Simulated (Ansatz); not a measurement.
## Elastic constant C13 of 2H WSe2 at several levels of theory

No measured value is used here.

```tsv
level (code)	value (GPa)	cell (Å³/atom)
LDA (Ansatz)	12.3	19.54
PBEsol (Ansatz)	5.96	20.42
r²SCAN (Ansatz)	4.72	21.76
```

The crystal itself was run without spin with LDA, PBEsol, r²SCAN; a magnetic state was not tried in these runs. Density-functional levels without +SOC have no spin–orbit coupling. LDA: LDA has no dispersion term either, though it tends to give short spacings of layers, chains or molecules. PBEsol, r²SCAN: the cell comes from a level without a dispersion term, which matters for the spacing of layers, chains or molecules. Each level is taken at its own relaxed cell. Cutoffs differ between the levels. Ansatz's density-functional and Hartree–Fock values are scalar-relativistic unless marked +SOC, with PAW data made under PBE.

Ansatz is an electronic-structure program.
